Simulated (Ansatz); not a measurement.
Born–Oppenheimer molecular dynamics of C3H6O2 (11 atoms, charge 0, multiplicity 1). It starts from a rough guess of a transition structure, not a stationary point.

Method: UKS r2SCAN/STO-3G in Ansatz 0.2.0.

```json
{"ensemble": "NVE (velocity Verlet)", "time step": "0.5 fs", "steps asked": "150", "starting velocities drawn for": "300 K", "seed": "850484"}
```

First frame:

```xyz
11
Properties=species:S:1:pos:R:3
O -0.838 -1.588 -0.379
C -0.249 -1.034 -1.305
H 0.088 -1.622 -2.181
O 0.085 0.196 -1.371
C 0.192 1.051 0.028
H 1.139 1.537 -0.193
H -0.642 1.739 -0.087
C 0.135 0.192 1.221
H -0.469 -0.928 0.668
H 1.098 -0.098 1.615
H -0.538 0.555 1.983
```

How far do the bonds stretch over the last three quarters of this one trajectory? (Pairs bonded in most of those frames.)


| bond | mean (Å) | spread (Å) | shortest | longest |
| --- | --- | --- | --- | --- |
| O1–C2 | 1.252 | 0.018 | 1.22 | 1.28 |
| C2–H3 | 1.127 | 0.018 | 1.10 | 1.16 |
| C2–O4 | 1.442 | 0.051 | 1.36 | 1.55 |
| O4–C5 | 1.505 | 0.074 | 1.38 | 1.63 |
| C5–H6 | 1.114 | 0.014 | 1.09 | 1.14 |
| C5–H7 | 1.115 | 0.025 | 1.07 | 1.16 |
| C5–C8 | 1.568 | 0.051 | 1.49 | 1.65 |
| C8–H9 | 1.132 | 0.099 | 0.96 | 1.30 |
| C8–H10 | 1.110 | 0.049 | 1.03 | 1.18 |
| C8–H11 | 1.119 | 0.078 | 0.98 | 1.27 |

Mean temperature of the second half: 1171 K. The conserved energy stayed within 1.3 meV per atom of its start (net change -0.12 meV per atom), so the integration is sound. The system heated up, since it started high on the potential surface and ran downhill. A run of 0.075 ps of so small a system gives no equilibrium averages. The orbitals stay closed-shell, which can raise the energy where a bond breaks towards radicals; this wasn't checked here. Limits of this set-up: minimal basis.

Time of the run: 11 min on 1 thread of Arm Neoverse V2 (shared host), peak memory 0.16 GiB.
